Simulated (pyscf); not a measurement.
Structures and frequencies: ωB97X-D3(BJ)/def2-SVP in PySCF. MP2 and CC: frozen core, UHF for open shells. ΔMP2 is the change of the MP2 total energy from the triple- to the quadruple-zeta basis.

**Question.** Estimate by transition-state theory the rate constant of `[NH2][SiH2][F]` + `[ClH]` → `[NH3]` + `[F][SiH2][Cl]` (singlet surface; N–Si, Cl–H broken, H–N, Cl–Si formed) at 1200 K, with CCSD(T)/def2-TZVPP + ΔMP2(QZVPP) energies (ideal gas, 1 atm, RRHO with modes under 100 cm⁻¹ raised to 100, one conformer, R ln 2 for chiral ones without a mode under 150 cm⁻¹; no tunnelling).

**Answer.** The electronic barrier is 4.6 kcal/mol and the thermal terms add +42.5, so ΔG‡ = 47.0 kcal/mol. With k_BT/h = 2.50e+13 s⁻¹ and RT = 2.385 kcal/mol, and a volume of 1.64e-19 cm³ per molecule at 1 atm, k = 1.1e-14 cm³ molecule⁻¹ s⁻¹. Wigner's tunnelling factor for 526i cm⁻¹ would be 1.02. A shift of 1 kcal/mol in the barrier changes k by a factor 1.5. On the reactant side the descent ends in a complex, 5.6 kcal/mol under the separated species and 7.2 kcal/mol under the saddle at ωB97X-D3(BJ)/def2-TZVP. On the product side the descent ends in an adduct with a N–Si contact, 0.4 kcal/mol under the separated species and 10.9 kcal/mol under the saddle at ωB97X-D3(BJ)/def2-TZVP. What is counted as broken (N–Si) persists as a longer contact in the product adduct; parting that adduct is a step of its own. At ωB97X-D3(BJ)/def2-TZVP the barrier from the zero used here is 1.5 kcal/mol. One saddle was located; it need not be the lowest between these sides. The CCSD(T) − MP2 part came from Ansatz, without density fitting, on the same reference.
